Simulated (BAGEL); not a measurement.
# SO2F2 (sulfuryl fluoride): a chain of runs

Wanted: energy and gradient (B3LYP/cc-pVDZ), then energy and forces (B3LYP/cc-pVTZ), then energy and gradient (B3LYP/cc-pVQZ) of SO2F2 (sulfuryl fluoride). 

Program for the calculation: BAGEL 1.2.2.

1 further run of the same task is left out (set aside as unsound or not needed).

**1. The structure to begin with**

SO2F2: 5 atoms, total charge 0, spin state singlet. As SMILES, `O=S(=O)(F)F`. The shape is that of a PBE0-D4/def2-TZVP optimisation.

Bond lengths: O1–S2 1.404 Å, S2–O3 1.404 Å, S2–F4 1.539 Å, S2–F5 1.539 Å. Angles: O1–S2–O3 124.9°, O1–S2–F4 108.1°, O1–S2–F5 108.1°, O3–S2–F4 108.1°, O3–S2–F5 108.1°, F4–S2–F5 95.6°.

**2. Energy and forces at B3LYP/cc-pVDZ (density fitting with tzvpp-jkfit, property dipole) (run 1)**

File job.json:

```json
{ "bagel" : [

{
  "title" : "molecule",
  "basis" : "cc-pvdz.json",
  "df_basis" : "tzvpp-jkfit",
  "angstrom" : "true",
  "geometry" : [
    { "atom" : "O", "xyz" : [      -0.388200,      -0.151100,       1.421700 ] },
    { "atom" : "S", "xyz" : [       0.070900,      -0.096900,       0.095900 ] },
    { "atom" : "O", "xyz" : [       1.129600,      -0.862200,      -0.418700 ] },
    { "atom" : "F", "xyz" : [      -1.140900,      -0.267600,      -0.837400 ] },
    { "atom" : "F", "xyz" : [       0.328600,       1.377800,      -0.261400 ] }
  ]
},

{
  "title" : "force",
  "method" : [
    {
      "title" : "ks",
      "xc_func" : "b3lyp"
    }
  ]
}

]}
```

The basis set cc-pVDZ is read from a file made from the Basis Set Exchange's data (not shown).

On the command line:

```
$ BAGEL_NUM_THREADS=1 BAGEL job.json > job.out
```

The program printed:

```text
* using 1 threads per process

  ===============================================================
  ===============================================================

  *** Geometry ***

[... 20 lines left out ...]
    * Removing 9320 points whose weight is below 1.00e-10
[... 13 lines left out ...]
    * SCF iteration converged.
[... 1 line left out ...]
    * Permanent dipole moment:
[... 26 lines left out ...]
    * METHOD: FORCE                                7.43

  ===============================================================
```

It took 7.8 s on 1 thread of INTEL XEON PLATINUM 8581C at 2.10GHz (Emerald Rapids), shared host; peak memory 0.64 GiB.

**3. Energy and gradient at B3LYP/cc-pVTZ (density fitting with tzvpp-jkfit, property dipole) (run 2)**

File calc.json:

```json
{ "bagel" : [

{
  "title" : "molecule",
  "basis" : "cc-pvtz.json",
  "df_basis" : "tzvpp-jkfit",
  "angstrom" : true,
  "geometry" : [
    { "atom" : "O", "xyz" : [      -0.388200,      -0.151100,       1.421700 ] },
    { "atom" : "S", "xyz" : [       0.070900,      -0.096900,       0.095900 ] },
    { "atom" : "O", "xyz" : [       1.129600,      -0.862200,      -0.418700 ] },
    { "atom" : "F", "xyz" : [      -1.140900,      -0.267600,      -0.837400 ] },
    { "atom" : "F", "xyz" : [       0.328600,       1.377800,      -0.261400 ] }
  ]
},

{
  "title" : "force",
  "method" : [
    {
      "title" : "ks",
      "xc_func" : "b3lyp"
    }
  ]
}

]}
```

The basis set cc-pVTZ is read from a file made from the Basis Set Exchange's data (not shown).

On the command line:

```
$ BAGEL_NUM_THREADS=1 BAGEL calc.json > calc.out
```

The program printed:

```text
* using 1 threads per process

  ===============================================================
  ===============================================================

  *** Geometry ***

[... 20 lines left out ...]
    * Removing 9320 points whose weight is below 1.00e-10
[... 13 lines left out ...]
    * SCF iteration converged.
[... 1 line left out ...]
    * Permanent dipole moment:
[... 26 lines left out ...]
    * METHOD: FORCE                               16.83

  ===============================================================
```

It took 17 s on 1 thread of INTEL XEON PLATINUM 8581C at 2.10GHz (Emerald Rapids), shared host; peak memory 1.2 GiB.

**4. Energy and forces at B3LYP/cc-pVQZ (density fitting with qzvpp-jkfit, property dipole) (run 3)**

File dft.json:

```json
{ "bagel": [

{
  "title": "molecule",
  "basis": "cc-pvqz.json",
  "df_basis": "qzvpp-jkfit",
  "angstrom": true,
  "geometry": [
    { "atom": "O", "xyz": [      -0.388200,      -0.151100,       1.421700 ] },
    { "atom": "S", "xyz": [       0.070900,      -0.096900,       0.095900 ] },
    { "atom": "O", "xyz": [       1.129600,      -0.862200,      -0.418700 ] },
    { "atom": "F", "xyz": [      -1.140900,      -0.267600,      -0.837400 ] },
    { "atom": "F", "xyz": [       0.328600,       1.377800,      -0.261400 ] }
  ]
},

{
  "title": "force",
  "method": [
    {
      "title": "ks",
      "xc_func": "b3lyp"
    }
  ]
}

]}
```

The basis set cc-pVQZ is read from a file made from the Basis Set Exchange's data (not shown).

On the command line:

```
$ BAGEL_NUM_THREADS=1 BAGEL dft.json > dft.out
```

The program printed:

```text
* using 1 threads per process

  ===============================================================
  ===============================================================

  *** Geometry ***

[... 20 lines left out ...]
    * Removing 9320 points whose weight is below 1.00e-10
[... 13 lines left out ...]
    * SCF iteration converged.
[... 1 line left out ...]
    * Permanent dipole moment:
[... 26 lines left out ...]
    * METHOD: FORCE                               35.89

  ===============================================================
```

Wall time 37 s (1 thread of INTEL XEON PLATINUM 8581C at 2.10GHz (Emerald Rapids), shared host); peak memory 2.1 GiB.

**5. Summary of results**

| quantity | value |
| --- | --- |
| run 1, B3LYP/cc-pVDZ: total energy | -748.24359 Eh |
| run 1, B3LYP/cc-pVDZ: dipole moment | 0.97 D |
| run 1, B3LYP/cc-pVDZ: largest force on an atom | 3.422 eV/Å |
| run 2, B3LYP/cc-pVTZ: total energy | -748.45156 Eh |
| run 2, B3LYP/cc-pVTZ: dipole moment | 1.13 D |
| run 2, B3LYP/cc-pVTZ: largest force on an atom | 1.361 eV/Å |
| run 3, B3LYP/cc-pVQZ: total energy | -748.50337 Eh |
| run 3, B3LYP/cc-pVQZ: dipole moment | 1.13 D |
| run 3, B3LYP/cc-pVQZ: largest force on an atom | 0.747 eV/Å |

**Reading.** The largest force (run 1, B3LYP/cc-pVDZ) is 3.42 eV/Å: the shape isn't a stationary point for this species at this level. The largest force (run 3, B3LYP/cc-pVQZ) is 0.75 eV/Å: the shape isn't a stationary point for this species at this level. The largest force (run 2, B3LYP/cc-pVTZ) is 1.36 eV/Å: the shape isn't a stationary point for this species at this level.
